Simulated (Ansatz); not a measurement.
Born–Oppenheimer molecular dynamics of C₂H₆Si (9 atoms, charge 0, multiplicity 1). It starts at the highest image of a converged band, a first-order saddle point between two minima.

Computed with RKS B3LYP/STO-3G (Ansatz 0.2.0).

```json
{
  "ensemble": "NVE (velocity Verlet)",
  "time step": "0.5 fs",
  "steps asked": "200",
  "starting velocities drawn for": "300 K",
  "seed": "3532"
}
```

First frame:

```xyz
9
Properties=species:S:1:pos:R:3
C -0.635 0.652 -0.622
C 0.533 -0.263 -0.222
Si 1.302 -0.629 1.367
H -1.427 0.084 -1.140
H -0.271 1.418 -1.332
H -1.075 1.160 0.250
H 0.950 -0.764 -1.120
H 0.475 -1.722 0.646
H 0.238 0.020 2.158
```

(1) How far do the bonds stretch over the last three quarters of this one trajectory? (Pairs bonded in most of those frames.)

Results:

(1) 
```
  bond  mean (Å)  spread (Å)  shortest  longest
 C1–C2     1.587       0.044      1.49     1.67
 C1–H4     1.109       0.028      1.06     1.16
 C1–H5     1.110       0.038      1.05     1.17
 C1–H6     1.106       0.029      1.06     1.15
C2–Si3     1.982       0.126      1.73     2.13
 C2–H7     1.109       0.019      1.06     1.15
 C2–H8     1.144       0.090      0.99     1.28
Si3–H9     1.497       0.029      1.45     1.55
```

Mean temperature of the second half: 1181 K. The conserved energy stayed within 0.6 meV per atom of its start (net change -0.16 meV per atom), so the integration is sound. The system heated up, since it started high on the potential surface and ran downhill. A run of 0.1 ps of so small a system gives no equilibrium averages. The orbitals stay closed-shell, which can raise the energy where a bond breaks towards radicals; this wasn't checked here. Limits of this set-up: minimal basis.

The run took 3.4 min on 1 thread of Arm Neoverse V2 (shared host), peak memory 0.09 GiB.
